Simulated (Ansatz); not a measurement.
**Worked example: HSeGe⁺, singlet against HSeGe, doublet**

Geometry (PBE0/def2-TZVP stationary point of a doublet), kept for both states (HSeGe, doublet: A'; HSeGe⁺, singlet: A'):

```xyz
3

Ge    0.0000   -0.4514    1.6394
Se    0.0000   -0.5019   -0.6961
H     0.0000    0.9534   -0.9433
```

Basis cc-pVDZ; Ansatz 0.2.0. Only valence electrons are correlated (noble-gas cores and the filled d shells of p-block atoms frozen). R marks a restricted (for open shells ROHF) determinant, U an unrestricted one. No spin–orbit coupling is included, and no scalar relativity.

Full CI isn't at hand for all of this; UCCSDTQ serves as the reference, and is uncertain by about the last step of the cluster series.

| level | E(HSeGe, doublet) (hartree) | E(HSeGe⁺, singlet) (hartree) |
| --- | --- | --- |
| UHF | -4475.735925 | -4475.473924 |
| UMP2 | -4475.909326 | -4475.646968 |
| UCCSD(T) | -4475.945441 | -4475.684135 |
| PBE | -4478.416779 | -4478.147955 |
| B3LYP | -4479.174057 | -4478.902535 |
| UCCSDTQ | -4475.946998 | -4475.685946 |

Q: Give the vertical gap, HSeGe⁺ singlet less HSeGe doublet, at each level in eV (1 hartree = 27.2114 eV), and each error against UCCSDTQ.

A: UCCSDTQ: (-4475.685946 − (-4475.946998)) × 27.2114 = 7.104 eV (the reference)
B3LYP: (-4478.902535 − (-4479.174057)) × 27.2114 = 7.388 eV, error 0.284 eV
PBE: (-4478.147955 − (-4478.416779)) × 27.2114 = 7.315 eV, error 0.211 eV
UCCSD(T): (-4475.684135 − (-4475.945441)) × 27.2114 = 7.111 eV, error 0.007 eV
UMP2: (-4475.646968 − (-4475.909326)) × 27.2114 = 7.139 eV, error 0.035 eV
UHF: (-4475.473924 − (-4475.735925)) × 27.2114 = 7.129 eV, error 0.025 eV

Total energies of functionals can't be set beside those of wave-function methods, since they hold the core's correlation and their own absolute errors; only the differences compare.

In so small a basis the reference is far from its limit while semilocal and hybrid functionals are nearer theirs, so the functionals' errors here hold much of the reference's basis and frozen-core error, which can add to them or hide them.

Each level lands on the state that its own search finds. T1 diagnostics of restricted CCSD: 0.025 and 0.029.
